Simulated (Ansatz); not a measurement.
Born–Oppenheimer molecular dynamics of C$_{2}$H$_{5}$ClN$_{2}$ (10 atoms, charge 0, multiplicity 1). It starts at the highest image of a converged band. Of that band: The profile has 2 maxima (images 1, 5) with wells between them (image 2): this band takes more than one step, which may be the mechanism or a detour left from its start path. Neighbouring images differ by up to 1.8 eV, so the band resolves the path poorly. A vibrational analysis at the climbing image gives one clearly imaginary mode, 245i cm⁻¹: a first-order saddle point.

Level of theory: Ansatz 0.2.0, UKS PBE-D4/6-31G*.

```yaml
ensemble: NVE (velocity Verlet)
time_step: 0.5 fs
steps_asked: 200
starting_velocities_drawn_for: 300 K
seed: 12339
```

Frames 1 fs apart, positions in Å, forces in eV/Å.

Velocities at 5.0 fs (Å/ps):

```
C 1.96 0.63 0.98
N -1.37 -0.87 -0.52
C 1.26 -4.71 -0.59
N 4.73 3.67 0.26
Cl -1.18 -0.24 0.57
H -8.63 -1.56 -6.97
H -9.97 5.97 -4.58
H -18.71 20.63 -8.83
H -9.95 4.67 12.21
H 3.48 -11.39 -12.73
```

```xyz
10
Properties=species:S:1:pos:R:3:forces:R:3 time_fs=5.0 energy_less_start_eV=0.172 T=134
C -1.321 -0.021 1.295 -0.65 0.24 -0.56
N -0.146 -0.116 0.604 -1.18 -0.23 2.93
C 0.191 -0.103 -0.668 1.27 0.73 -1.70
N 1.542 0.411 -1.041 -1.24 -0.78 -0.04
Cl -1.076 0.402 -1.786 0.14 -0.09 0.08
H -1.459 -0.473 2.280 0.63 0.00 -0.04
H 0.616 -0.214 1.281 0.43 -0.13 -0.45
H -2.241 0.174 0.739 0.22 -0.05 -0.19
H 1.542 0.196 -2.052 0.44 0.18 0.08
H 2.222 -0.261 -0.638 -0.06 0.12 -0.12
10
Properties=species:S:1:pos:R:3:forces:R:3 time_fs=6.0 energy_less_start_eV=0.201 T=106
C -1.320 -0.021 1.296 -1.35 0.48 -1.09
N -0.148 -0.117 0.604 -1.34 -0.17 2.56
C 0.193 -0.107 -0.669 1.22 0.77 -1.60
N 1.546 0.414 -1.040 -1.25 -0.85 0.47
Cl -1.077 0.401 -1.785 0.17 -0.09 0.07
H -1.464 -0.474 2.273 0.61 -0.07 0.12
H 0.608 -0.209 1.275 0.74 -0.19 -0.18
H -2.258 0.194 0.729 0.86 -0.21 0.20
H 1.534 0.201 -2.040 0.47 0.14 -0.43
H 2.225 -0.272 -0.651 -0.12 0.20 -0.13
10
Properties=species:S:1:pos:R:3:forces:R:3 time_fs=7.0 energy_less_start_eV=0.219 T=90
C -1.319 -0.019 1.296 -1.73 0.62 -1.36
N -0.151 -0.118 0.607 -1.27 -0.12 2.05
C 0.195 -0.111 -0.672 1.08 0.77 -1.35
N 1.550 0.417 -1.040 -1.25 -0.88 0.80
Cl -1.078 0.401 -1.784 0.19 -0.09 0.06
H -1.464 -0.477 2.267 0.56 -0.11 0.24
H 0.608 -0.206 1.267 0.89 -0.23 0.02
H -2.267 0.212 0.722 1.20 -0.33 0.43
H 1.530 0.208 -2.032 0.46 0.12 -0.80
H 2.227 -0.280 -0.666 -0.14 0.24 -0.09
10
Properties=species:S:1:pos:R:3:forces:R:3 time_fs=8.0 energy_less_start_eV=0.198 T=109
C -1.320 -0.018 1.294 -1.77 0.63 -1.31
N -0.155 -0.119 0.610 -0.87 -0.06 1.53
C 0.199 -0.114 -0.675 0.86 0.73 -0.98
N 1.552 0.419 -1.039 -1.25 -0.88 0.77
Cl -1.079 0.401 -1.784 0.22 -0.08 0.05
H -1.459 -0.480 2.263 0.49 -0.10 0.27
H 0.615 -0.204 1.259 0.79 -0.24 0.07
H -2.264 0.227 0.719 1.21 -0.37 0.48
H 1.531 0.216 -2.031 0.43 0.15 -0.85
H 2.228 -0.287 -0.681 -0.11 0.22 -0.02
10
Properties=species:S:1:pos:R:3:forces:R:3 time_fs=9.0 energy_less_start_eV=0.148 T=158
C -1.322 -0.016 1.292 -1.46 0.48 -0.94
N -0.159 -0.120 0.615 -0.20 -0.02 1.05
C 0.203 -0.117 -0.680 0.59 0.67 -0.56
N 1.554 0.421 -1.037 -1.24 -0.86 0.40
Cl -1.080 0.401 -1.783 0.23 -0.07 0.03
H -1.448 -0.484 2.262 0.39 -0.03 0.20
H 0.631 -0.205 1.251 0.45 -0.22 -0.03
H -2.250 0.239 0.720 0.88 -0.32 0.34
H 1.536 0.226 -2.038 0.38 0.25 -0.55
H 2.228 -0.291 -0.697 -0.03 0.14 0.07
10
Properties=species:S:1:pos:R:3:forces:R:3 time_fs=10.0 energy_less_start_eV=0.107 T=197
C -1.326 -0.013 1.289 -0.82 0.18 -0.30
N -0.163 -0.122 0.620 0.61 0.02 0.57
C 0.208 -0.119 -0.685 0.28 0.58 -0.12
N 1.555 0.422 -1.035 -1.21 -0.82 -0.15
Cl -1.081 0.400 -1.783 0.25 -0.06 0.02
H -1.434 -0.488 2.263 0.28 0.07 0.06
H 0.650 -0.209 1.244 -0.01 -0.19 -0.17
H -2.228 0.247 0.724 0.25 -0.18 0.02
H 1.545 0.237 -2.051 0.31 0.35 -0.06
H 2.227 -0.294 -0.712 0.07 0.04 0.16
10
Properties=species:S:1:pos:R:3:forces:R:3 time_fs=11.0 energy_less_start_eV=0.109 T=195
C -1.330 -0.011 1.286 0.05 -0.19 0.46
N -0.167 -0.123 0.626 1.35 0.06 0.04
C 0.213 -0.120 -0.690 -0.04 0.49 0.27
N 1.555 0.423 -1.033 -1.11 -0.75 -0.65
Cl -1.082 0.400 -1.782 0.26 -0.04 0.00
H -1.418 -0.492 2.264 0.14 0.18 -0.09
H 0.670 -0.214 1.234 -0.44 -0.15 -0.26
H -2.204 0.254 0.728 -0.56 0.03 -0.41
H 1.557 0.252 -2.064 0.22 0.42 0.41
H 2.227 -0.297 -0.725 0.13 -0.04 0.22
10
Properties=species:S:1:pos:R:3:forces:R:3 time_fs=12.0 energy_less_start_eV=0.143 T=163
C -1.334 -0.008 1.283 0.82 -0.52 1.09
N -0.170 -0.124 0.632 1.90 0.12 -0.54
C 0.218 -0.121 -0.695 -0.35 0.39 0.61
N 1.554 0.422 -1.032 -0.93 -0.69 -0.93
Cl -1.083 0.400 -1.781 0.28 -0.03 -0.01
H -1.400 -0.494 2.264 -0.02 0.26 -0.19
H 0.685 -0.220 1.222 -0.71 -0.13 -0.21
H -2.185 0.261 0.729 -1.24 0.22 -0.77
H 1.571 0.272 -2.073 0.11 0.44 0.71
H 2.228 -0.300 -0.737 0.14 -0.05 0.25
10
Properties=species:S:1:pos:R:3:forces:R:3 time_fs=13.0 energy_less_start_eV=0.164 T=143
C -1.337 -0.006 1.281 1.14 -0.65 1.29
N -0.172 -0.125 0.637 2.15 0.18 -1.16
C 0.223 -0.122 -0.699 -0.64 0.30 0.87
N 1.553 0.422 -1.031 -0.68 -0.65 -0.93
Cl -1.084 0.399 -1.781 0.30 -0.02 -0.02
H -1.382 -0.494 2.263 -0.18 0.29 -0.19
H 0.694 -0.228 1.209 -0.76 -0.12 -0.04
H -2.177 0.270 0.722 -1.42 0.26 -0.82
H 1.586 0.295 -2.076 0.01 0.40 0.76
H 2.231 -0.303 -0.746 0.08 -0.01 0.24
10
Properties=species:S:1:pos:R:3:forces:R:3 time_fs=14.0 energy_less_start_eV=0.156 T=150
C -1.339 -0.004 1.280 0.90 -0.53 0.96
N -0.172 -0.126 0.642 2.08 0.26 -1.76
C 0.227 -0.123 -0.702 -0.88 0.23 1.04
N 1.551 0.421 -1.031 -0.40 -0.63 -0.65
Cl -1.084 0.399 -1.780 0.32 -0.02 -0.03
H -1.366 -0.491 2.260 -0.33 0.26 -0.09
H 0.695 -0.237 1.195 -0.58 -0.12 0.23
H -2.183 0.282 0.708 -1.01 0.11 -0.48
H 1.601 0.322 -2.071 -0.09 0.34 0.56
H 2.234 -0.307 -0.752 -0.01 0.08 0.21
10
Properties=species:S:1:pos:R:3:forces:R:3 time_fs=15.0 energy_less_start_eV=0.151 T=155
C -1.341 -0.003 1.280 0.37 -0.24 0.31
N -0.171 -0.127 0.645 1.74 0.35 -2.27
C 0.230 -0.123 -0.705 -1.06 0.17 1.13
N 1.549 0.419 -1.031 -0.15 -0.60 -0.16
Cl -1.085 0.398 -1.780 0.34 -0.01 -0.03
H -1.353 -0.485 2.256 -0.45 0.19 0.09
H 0.691 -0.247 1.183 -0.25 -0.15 0.55
H -2.198 0.294 0.689 -0.27 -0.14 0.06
H 1.615 0.352 -2.062 -0.16 0.26 0.17
H 2.237 -0.310 -0.757 -0.10 0.18 0.16
10
Properties=species:S:1:pos:R:3:forces:R:3 time_fs=16.0 energy_less_start_eV=0.168 T=138
C -1.343 -0.002 1.279 -0.10 0.05 -0.37
N -0.168 -0.127 0.647 1.27 0.44 -2.61
C 0.233 -0.124 -0.707 -1.18 0.14 1.15
N 1.546 0.418 -1.032 0.02 -0.57 0.39
Cl -1.085 0.398 -1.779 0.36 -0.01 -0.03
H -1.345 -0.478 2.253 -0.53 0.10 0.27
H 0.685 -0.258 1.176 0.11 -0.18 0.82
H -2.215 0.305 0.670 0.42 -0.39 0.56
H 1.627 0.385 -2.050 -0.20 0.20 -0.28
H 2.239 -0.311 -0.760 -0.16 0.23 0.11
```

Of the whole run (100 fs, mean temperature of the second half 356 K): The conserved energy stayed within 0.16 meV per atom of its start (net change 0.087 meV per atom), so the integration is sound. A run of 0.1 ps of so small a system gives no equilibrium averages. The orbitals stay closed-shell, which can raise the energy where a bond breaks towards radicals; this wasn't checked here.

Run time: 9.4 min on 2 threads of Arm Neoverse V1 (shared host), peak memory 0.15 GiB.
